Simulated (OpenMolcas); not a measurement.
# CH4AlN (SMILES C=[N][AlH2]) at 5 levels

We compute a comparison of 5 runs (HF/STO-3G, HF/3-21G, B3LYP/6-31G*, TPSSh/def2-SVPD, SVWN5/def2-TZVP) of CH4AlN. 

The results are computed with OpenMolcas 26.06.

### 1 The structure to begin with

CH4AlN has 7 atoms, charge 0, and is taken as a singlet. SMILES: `C=[N][AlH2]`. Geometry: a GFN2-xTB relaxation, a rough one for these elements and not checked as a minimum.

Bond lengths: C1–N2 1.250 Å, N2–Al3 1.770 Å, C1–H4 1.094 Å, C1–H5 1.094 Å, Al3–H6 1.542 Å, Al3–H7 1.542 Å. Angles: C1–N2–Al3 179.9°, N2–C1–H4 122.4°, N2–C1–H5 122.5°, N2–Al3–H6 121.2°, N2–Al3–H7 120.9°, H4–C1–H5 115.1°, H6–Al3–H7 117.8°.

### 2 Energy and gradient at HF/STO-3G (run 1)

Contents of mol.xyz:

```xyz
7

C     -1.331430    -0.219160    -0.726640
N     -0.245450    -0.041340    -0.134020
Al     1.291430     0.213530     0.705800
H     -1.632610    -1.195600    -1.118440
H     -2.049500     0.589490    -0.891910
H      1.690890     1.604900     1.238270
H      2.276660    -0.951820     0.926940
```

Contents of calc.inp:

```
&GATEWAY
 BASLIB = $CurrDir
 COORD = mol.xyz
 BASIS = STO-3G
 GROUP = NoSym

&SEWARD

&SCF
 THRESHOLDS = 1e-10 1e-07 1e-07 1e-05
 PRORBITALS = 1 2

&ALASKA
```

The basis set STO-3G is read from a file made from the Basis Set Exchange's data (not shown).

Command:

```sh
$ export MOLCAS_MEM=1860
$ pymolcas calc.inp > calc.log
```

What it wrote:

```text
--- Start Module: gateway ---
[...]
--- Stop Module: gateway /rc=_RC_ALL_IS_WELL_ ---
[...]
      Basis functions           23
[...]
--- Start Module: scf ---
[...]
       Convergence after  13 Iterations
[...]
::    Total SCF energy                               -332.4316528515
[...]
      Total spin, S                                     0.0000000000
[...]
      Total electronic charge=   30.000000
      Total            charge=   -0.000000
[...]
      Dipole Moment (debye):
      Origin of the operator (angstrom)=    0.2757    0.0456    0.1509
                   X=  6.7433E-01               Y=  1.2370E-01               Z=  3.7563E-01           Total=  7.8174E-01
      Quadrupole Moment (debye*angstrom):
[...]
--- Stop Module: scf /rc=_RC_ALL_IS_WELL_ ---
--- Start Module: alaska ---
[...]
 *              Molecular gradients               *
 **************************************************
  Irreducible representation: a
 ------------------------------------------------------------------------------------------
                              X                       Y                       Z
 ------------------------------------------------------------------------------------------
  C1               -3.45859866674658E-02   -5.38519237227963E-03   -1.87339408822345E-02
  N2               -3.70856566337396E-04   -1.79949800913098E-04   -2.96524209006388E-04
  AL3              -1.67377701502884E-02   -2.64692671191535E-03   -8.96156163382322E-03
  H4                7.95481976671120E-03    2.22531760776334E-03    4.63558355969118E-03
  H5                8.59947620877710E-03    1.84682353351562E-04    4.28204049631387E-03
  H6                1.21087842041721E-02    2.71478094162880E-02    1.25999530812841E-02
  H7                2.30315332044535E-02   -2.13457404922890E-02    6.47444958777244E-03
 ------------------------------------------------------------------------------------------
--- Stop Module: alaska /rc=_RC_ALL_IS_WELL_ ---
[...]
```

It took 1.9 s on 1 thread of Arm Neoverse V1, shared host; peak memory 0.37 GiB.

### 3 Energy and gradient at HF/3-21G (run 2)

Contents of calc.inp:

```
* CH4AlN Hartree-Fock
&GATEWAY
BasLib=$CurrDir
Coord
7
bohr
C     -2.51603805    -0.41415238    -1.37315059
N     -0.46383328    -0.07812128    -0.25326110
Al     2.44044901     0.40351322     1.33376870
H     -3.08518577    -2.25935655    -2.11354529
H     -3.87299369     1.11397465    -1.68546563
H      3.19531901     3.03282146     2.33999117
H      4.30226388    -1.79867912     1.75166273
Basis=3-21G
Group=NoSym
&SEWARD
&SCF
Thresholds=1e-10 1e-07 1e-07 1e-05
PrOrbitals=1 2
&ALASKA
```

The basis set 3-21G is read from a file made from the Basis Set Exchange's data (not shown).

Command:

```sh
$ export MOLCAS_MEM=1860
$ pymolcas calc.inp > calc.log
```

What it wrote:

```text
--- Start Module: gateway ---
[...]
--- Stop Module: gateway /rc=_RC_ALL_IS_WELL_ ---
[...]
      Basis functions           39
[...]
--- Start Module: scf ---
[...]
       Convergence after  14 Iterations
[...]
::    Total SCF energy                               -334.6754690773
[...]
      Total spin, S                                     0.0000000000
[...]
      Total electronic charge=   30.000000
      Total            charge=   -0.000000
[...]
      Dipole Moment (debye):
      Origin of the operator (angstrom)=    0.2757    0.0456    0.1509
                   X= -1.1264E+00               Y= -1.7310E-01               Z= -6.0750E-01           Total=  1.2914E+00
      Quadrupole Moment (debye*angstrom):
[...]
--- Stop Module: scf /rc=_RC_ALL_IS_WELL_ ---
--- Start Module: alaska ---
[...]
 *              Molecular gradients               *
 **************************************************
  Irreducible representation: a
 ------------------------------------------------------------------------------------------
                              X                       Y                       Z
 ------------------------------------------------------------------------------------------
  C1               -1.16610220183944E-02   -1.64845700797911E-03   -6.21687898435930E-03
  N2                1.19757710075024E-02    1.77930530731440E-03    6.42578353998524E-03
  AL3               1.32715835237756E-02    2.24998872932991E-03    7.34346942063535E-03
  H4                1.93160932283643E-03   -5.74764296108388E-03   -3.84211344622409E-04
  H5               -6.34045748081347E-04    5.73449835545525E-03    9.85619995842346E-04
  H6               -3.95455438330516E-03   -1.59844171706522E-02   -5.77936166631909E-03
  H7               -1.09293417042990E-02    1.36167247476142E-02   -2.37442096114804E-03
 ------------------------------------------------------------------------------------------
--- Stop Module: alaska /rc=_RC_ALL_IS_WELL_ ---
[...]
```

Wall time 2.1 s (1 thread of Arm Neoverse V1, shared host); peak memory 0.37 GiB.

Runs 3 to 4 aren't shown in full; the table further down has their settings and results.

### 4 Energy and forces at SVWN5/def2-TZVP (run 5)

Contents of test.input:

```
>>> EXPORT MOLCAS_PRINT=2

&GATEWAY
 BASLIB=$CurrDir
 COORD
 7
 angstrom
 C       -1.331430      -0.219160      -0.726640
 N       -0.245450      -0.041340      -0.134020
 Al       1.291430       0.213530       0.705800
 H       -1.632610      -1.195600      -1.118440
 H       -2.049500       0.589490      -0.891910
 H        1.690890       1.604900       1.238270
 H        2.276660      -0.951820       0.926940
 BASIS=def2-TZVP
 GROUP=NoSym

&SEWARD
 GRIDINPUT
 Grid=UltraFine
 End of Grid

&SCF
 KSDFT=SVWN5
 THRESHOLDS=1e-10 1e-07 1e-07 1e-05
 PRORBITALS=1

&ALASKA
```

The basis set def2-TZVP is read from a file made from the Basis Set Exchange's data (not shown).

Command:

```sh
$ export MOLCAS_MEM=1860
$ pymolcas test.input > test.log
```

What it wrote:

```text
--- Start Module: gateway ---
[...]
--- Stop Module: gateway /rc=_RC_ALL_IS_WELL_ ---
[...]
      Basis functions          123
[...]
--- Start Module: scf ---
[...]
       Convergence after  15 Iterations
[...]
::    Total KS-DFT energy                            -335.8104477284
[...]
      Total spin, S                                     0.0000000000
[...]
      Total electronic charge=   30.000000
      Total            charge=   -0.000000
[...]
      Dipole Moment (debye):
      Origin of the operator (angstrom)=    0.2757    0.0456    0.1509
                   X= -1.0824E+00               Y= -1.7056E-01               Z= -5.8607E-01           Total=  1.2426E+00
      Quadrupole Moment (debye*angstrom):
[...]
--- Stop Module: scf /rc=_RC_ALL_IS_WELL_ ---
[...]
--- Start Module: alaska ---
[...]
 *              Molecular gradients               *
 **************************************************
  Irreducible representation: a
 ------------------------------------------------------------------------------------------
                              X                       Y                       Z
 ------------------------------------------------------------------------------------------
  C1               -1.76995863649658E-02   -2.69773906567328E-03   -9.55775427795036E-03
  N2               -1.51047201019594E-03   -3.29717882552094E-04   -8.90674056750695E-04
  AL3               1.56205827661218E-02    2.58352538033901E-03    8.59065194625241E-03
  H4                4.45014685720124E-03    1.19506702657413E-02    5.28369659701378E-03
  H5                9.71032325002730E-03   -9.83549323420885E-03    2.36359781337236E-03
  H6               -2.32853458521476E-03   -1.35501171022288E-02   -4.33603719616760E-03
  H7               -8.24245991305395E-03    1.18788716385692E-02   -1.45348082569408E-03
 ------------------------------------------------------------------------------------------
--- Stop Module: alaska /rc=_RC_ALL_IS_WELL_ ---
[...]
```

Run time: 44 s. Hardware: 1 thread of Arm Neoverse V1, shared host; peak memory 0.8 GiB.

### 5 All runs side by side

```tsv
run	level	Cartesian functions	integration grid	energy (Eh)	dipole moment (D)	HOMO energy (eV)	LUMO energy (eV)	wall time
1	HF/STO-3G	no	–	-332.431653	0.78	-6.18	7.06	1.9 s
2	HF/3-21G	no	–	-334.675469	1.29	-8.98	1.15	2.1 s
3	B3LYP/6-31G* (Cartesian functions)	yes	UltraFine	-337.661412	1.22	-5.67	-2.00	16 s
4	TPSSh/def2-SVPD	no	UltraFine	-337.538931	1.35	-5.44	-2.32	45 s
5	SVWN5/def2-TZVP	no	UltraFine	-335.810448	1.24	-4.90	-3.13	44 s
```

### 6 Summary of results

```
                       quantity          value
            run 5: total energy  -335.81045 Eh
           run 5: dipole moment         1.24 D
             run 5: HOMO energy       -4.90 eV
             run 5: LUMO energy       -3.13 eV
           run 5: HOMO–LUMO gap        1.77 eV
run 5: largest force on an atom     1.044 eV/Å
```

What this shows: The dipole moment (its size) runs from 0.78 D (HF/STO-3G) to 1.35 D (TPSSh/def2-SVPD). The two ends differ in method and basis. The two dipoles point in opposite directions. The HOMO–LUMO gap runs from 1.77 eV (SVWN5/def2-TZVP) to 13.24 eV (HF/STO-3G). Totals of different functionals can't be ranked against each other. In run 1 the basis is minimal, so the values are rough. All runs together took 1.8 min, the longest 45 s.
